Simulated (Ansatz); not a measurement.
We consider litharge SnO, described by LDA (PAW; Ansatz, a program for electronic structure).

Run with plane-wave cutoff 520 eV, 10×10×8 k mesh (along the axes of the cell as run), Fermi–Dirac smearing 0.01 eV, scalar-relativistic PAW data made under PBE.

Properties against volume:

Shape and atoms are relaxed at each volume.

```json
[
 {"V (Å³/atom)": "15.869", "P (GPa)": "1.85", "c (Å)": "4.527", "a (Å)": "3.745"},
 {"V (Å³/atom)": "16.199", "P (GPa)": "0.78", "c (Å)": "4.594", "a (Å)": "3.756"},
 {"V (Å³/atom)": "16.530", "P (GPa)": "0.00", "c (Å)": "4.658", "a (Å)": "3.768"},
 {"V (Å³/atom)": "16.861", "P (GPa)": "-0.76", "c (Å)": "4.729", "a (Å)": "3.777"},
 {"V (Å³/atom)": "17.191", "P (GPa)": "-1.28", "c (Å)": "4.802", "a (Å)": "3.784"}
]
```

Note: the gap of the solid is closed in this run; this level leaves the solid without a gap, although one is measured; the bulk modulus comes from volumes at which shape and atoms were relaxed.
